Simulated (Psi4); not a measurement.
# SiH4OF− (SMILES [SiH3-].OF) at PBE-D2/def2-TZVPPD (density fitting, counterpoise cp, fragments set)

Wanted: the interaction energy of SiH4OF−. 

The results are computed with Psi4 1.11.

5 further runs of the same task are left out: 5 set aside as unsound or not needed. Runs told in other sessions of the task aren't counted.

## Step 1: The structure to begin with

SiH4OF− has 7 atoms, charge -1, and is taken as a singlet. As SMILES, `[SiH3-].OF`.

Bond lengths: O5–F6 1.386 Å, Si1–H2 1.546 Å, Si1–H3 1.546 Å, Si1–H4 1.546 Å, O5–H7 0.971 Å. Angles: F6–O5–H7 102.3°, H2–Si1–H3 94.1°, H2–Si1–H4 94.1°, H3–Si1–H4 94.1°.

## Step 2: The interaction energy at PBE-D2/def2-TZVPPD (density fitting, counterpoise cp, fragments set)

File job.py:

```python
import psi4

psi4.set_memory(1600000000)
psi4.set_num_threads(1)
psi4.set_output_file('psi4.out', False)

geom = psi4.geometry("""
-1 1
Si     0.539700    -0.050720    -0.300900
H      0.426600     0.622270     1.085900
H     -0.298500    -1.283720     0.106800
H     -0.667800     0.712180    -0.891800
--
0 1
O     -5.962410    -1.462760     1.910200
F     -4.845280    -1.610640     1.103550
H     -6.465280    -2.271130     1.718750
units angstrom
symmetry c1
no_reorient
no_com
""")

options = {'reference': 'rks'}
psi4.set_options(options)

e, wfn = psi4.energy('pbe-d2/def2-TZVPPD', bsse_type='cp', molecule=geom, return_wfn=True)
print('E =', round(e, 9))
```

Started as:

```console
$ python job.py
```

Q: Predict the results. Wanted: interaction energy.

Computed results:

At PBE-D2/def2-TZVPPD (density fitting, counterpoise cp, fragments set):

| quantity | value |
| --- | --- |
| interaction energy | -4.26 kJ/mol |
